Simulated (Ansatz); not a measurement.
Mulliken charges of ClHMg, SMILES `[MgH][Cl]` from PBE/def2-TZVPP in Ansatz (PBE0-D4/def2-TZVP geometry).

```csv
atom,x (Å),y (Å),z (Å),charge (e)
Mg1,-0.150,-0.002,-0.083,0.578
Cl2,1.767,-0.265,0.938,-0.427
H3,-1.628,0.203,-0.868,-0.150
```

By hand: the dipole of these point charges (1 e Å = 4.8032 D).

Σ q r = (-0.597, 0.082, -0.318) e Å, of length 0.681 e Å = 3.27 D.

How does the dipole of the full density compare? (An estimate is asked.)

The calculation gave: (-0.272, 0.037, -0.145) e Å, 1.49 D; the point charges give 2.19 times that, at 0° from its direction.

Point charges leave out the atoms' own dipoles, such as those of lone pairs, and Mulliken's split depends on the basis, so the two needn't agree.
